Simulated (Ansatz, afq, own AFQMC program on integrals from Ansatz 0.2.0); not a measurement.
SiGeH7, doublet in cc-pVDZ, levels against CCSDT(Q)

```xyz
9

Si   -2.4593    0.0000    0.0000
H    -2.9541    1.3997    0.0000
H    -2.9541   -0.6999    1.2122
H    -2.9541   -0.6999   -1.2122
H    -0.6423    0.0000    0.0000
Ge    1.0207    0.0000    0.0000
H     1.4894   -1.4659    0.0000
H     1.4894    0.7330   -1.2695
H     1.4894    0.7330    1.2695
```

Basis cc-pVDZ. Noble-gas cores (and the filled d shells of Ga–Kr and In–Xe) are frozen. AFQMC by an in-house program on the Cholesky factors that Ansatz 0.2.0 writes for its CCSD(T) run. ph-AFQMC/CISD is guided by a CISD state made of CCSD amplitudes; releasing the constraint for a short imaginary time cuts its bias at the price of noise, slowly where states lie close. Error bars are statistical, one sigma. No spin–orbit coupling.

Determinant: UHF, the one that the program's search chose, which needn't be the lowest solution. The geometry is a point of a scan.

No full CI on the walks' own integrals is used here; CCSDT(Q) serves as the reference and is uncertain by about the last step of the cluster series.

Cautions: no relativity below Rb; no spin-orbit coupling; inner d shell frozen.

* T1 diagnostic: 0.0129
* weight of the determinant in the CISD state: 0.854
* ⟨S²⟩ of the determinant: 0.771
* size of the correlated space: 15 electrons in 61 orbitals

Reference: CCSDT(Q), correlation energy -7.698 eV. The released energy is read at 1.50 1/Eh (meV from the phaseless value at times in 1/Eh: -2 ± 3 at 0.24, -8.1 ± 1.9 at 0.51, -6.2 ± 2.2 at 0.99, -6 ± 3 at 1.50).

| level | E − E(reference) (mEh) | share of correlation (%) |
| --- | --- | --- |
| HF | 282.90 | 0.00 |
| MP2 | 63.72 | 77.48 |
| CCSD | 7.43 | 97.37 |
| CCSD(T) | 1.53 | 99.46 |
| CCSDT | 0.19 | 99.93 |
| ph-AFQMC/HF | -0.09 ± 0.82 | 100.03 |
| ph-AFQMC/CISD | 0.13 ± 0.13 | 99.95 |
| released AFQMC | -0.08 ± 0.11 | 100.03 |

A walk keeps the symmetry of its determinant, which the program's search chose and which needn't be the lowest solution, so a lower state of the same spin and another symmetry isn't excluded. Released energies are given only where the last usable release times agree within the noise; a slower fall can still hide under it.
